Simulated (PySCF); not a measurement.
Species: C5H5 (charge -1).
Numbering: `[cH:1]1[cH:2][cH:3][cH-:4][cH:5]1` (hydrogens: H6 on C1; H7 on C2; H8 on C3; H9 on C4; H10 on C5)

Computed geometry: GFN2-xTB, gas phase.

(1) What internal coordinates does the optimisation give?

## Answers

(1) 
| bond | length (Å) |
| --- | --- |
| C1–C2 and 4 like bonds | 1.394 |
| C1–H6 and 4 like bonds | 1.087 |

Bonds in one row agree within 0.01 Å and their mean is given. A selection of angles:
| angle | degrees |
| --- | --- |
| C2–C1–C5 | 108.0 |
| C2–C1–H6 | 126.0 |

All internal angles of the 5-membered ring C1–C2–C3–C4–C5 are 108.0°; it is planar, 0.00 Å rms from its mean plane, widest ring torsion 0°. The 5 heavy atoms lie in one plane (0.000 Å rms). All 5 C–C bonds measure 1.393 to 1.394 Å. C1 (aromatic CH carbon) is planar (angles 126.0°, 126.0° and 108.0°, sum 360.0°, 0.00 Å off the plane of its three neighbours).

Point group: D5h (every atom within 0.08 Å of its image). Stationary, but not proved a minimum.
